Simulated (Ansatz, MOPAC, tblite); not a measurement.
A ladder of methods for C3H3F3 (3,3,3-trifluoropropene)

C3H3F3, singlet, SMILES `C=CC(F)(F)F`. Each level relaxes the structure for itself.

Each level gives the highest harmonic wavenumber at each level's own minimum (cm⁻¹). The values are calculated.

```tsv
level	kind	program	value (cm⁻¹)
MNDOD	semi-empirical	MOPAC	3425
PM6-ORG	semi-empirical	MOPAC	2944
RM1	semi-empirical	MOPAC	3098
GFN1-xTB	semi-empirical	tblite	3169
HF/STO-3G	Hartree–Fock	Ansatz	3811
HF/3-21G	Hartree–Fock	Ansatz	3434
HF/6-31G* (Cartesian functions)	Hartree–Fock	Ansatz	3445
PBE/def2-SVP	GGA	Ansatz	3193
PBE0-D4/def2-TZVP	global hybrid	Ansatz	3266
B3LYP/6-31G* (Cartesian functions)	global hybrid	Ansatz	3269
```

Harmonic and unscaled. The values span 2944 to 3811 cm⁻¹. Without the sets that lack polarisation functions the rows with a basis span only 3193 to 3445 cm⁻¹.
